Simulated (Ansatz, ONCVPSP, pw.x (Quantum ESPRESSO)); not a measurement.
# copper (fcc): variants of one ONCV potential in the solid

ONCVPSP 4.0.1.1 (patched build) input, shortened (lines: element, Z, core and valence counts, functional; n l f; lmax; l rc ep ncon nbas qcut; lloc lpopt rc5 dvloc0; l nproj debl; icmod fcfact rcfact), PBEsol, scalar-relativistic:

```
  Cu 29.00    5    2  -116133      upf
    1    0    2.00
    2    0    2.00
    2    1    6.00
    3    0    2.00
    3    1    6.00
    3    2   10.00
    4    0    1.00
    2
    0    2.25    0.00    4    7    3.30
    1    2.05    0.03    5   10    3.80
    2    1.40    0.00    3    7   10.40
    4    1    1.05   -1.00
    0    3    0.90
    1    1    3.20
    2    2    1.00
    0    0.00    0.00
```

Crystal test: fcc Cu in pw.x 7.5, no spin, 16³ k-points, Fermi–Dirac smearing 0.01 Ry, cutoffs set for each file from its atomic test. The reference is all-electron LAPW (Ansatz 0.2.0) with the same functional, mesh and smearing; V0 and B0 come from Birch–Murnaghan fits to the pressures at five volumes. Errors are pseudo minus all-electron; Δ is the rms difference of the E(V) curves that follow from these fits, minima aligned, over ±6 % about the mean V0. Mesh and smearing are coarse, so the numbers serve the comparison and aren't converged zero-temperature values; the lattice is a test structure that the element need not adopt.

All-electron: a0 = 3.564 Å (V0 = 11.32 Å³/atom), B0 = 167.7 GPa.

Base: This is a poor potential for the solid. The generator flags a localised state at positive energy (p at 31 eV). Atomic configuration tests: 2 of 4 tests not solved or not reliable.

1 further variants are left out: they gave no file fit for a test, a broken result, the same result as the base, or pressures whose basis-set error rivals the error shown.

| change | cutoffs (Ry) | pw.x | a0 (Å) | a0 error (%) | B0 error (%) | Δ (meV/atom) | mean pressure error (GPa) |
| --- | --- | --- | --- | --- | --- | --- | --- |
| base | 120/480 | converged | 3.611 | +1.31 | +5.1 | 14.9 | +5.49 |
| local potential polynomial inside 1.05 bohr (lpopt 1, dvloc0 0 Ha) | 120/480 | converged | 3.611 | +1.31 | +5.2 | 15.0 | +5.53 |
| all radii scaled by about 1.34 (s 3.00, p 2.74, d 1.88 bohr); local potential polynomial inside 1.40 bohr (lpopt 1, dvloc0 -1 Ha) | 100/400 | converged; energies reset by the program | 3.618 | +1.50 | -3.7 | 16.7 | +6.07 |
| local potential polynomial inside 0.90 bohr (lpopt 1, dvloc0 6 Ha) | 120/480 | converged | 3.611 | +1.31 | +4.3 | 14.9 | +5.47 |

(1) Give the row for: s: qcut 3.7; p: qcut 4.2; d: qcut 11.6.

Results:

(1) pw.x: converged; mean pressure error (GPa): +5.78; a0 (Å): 3.610; a0 error (%): +1.29; B0 error (%): +7.0; Δ (meV/atom): 15.2.
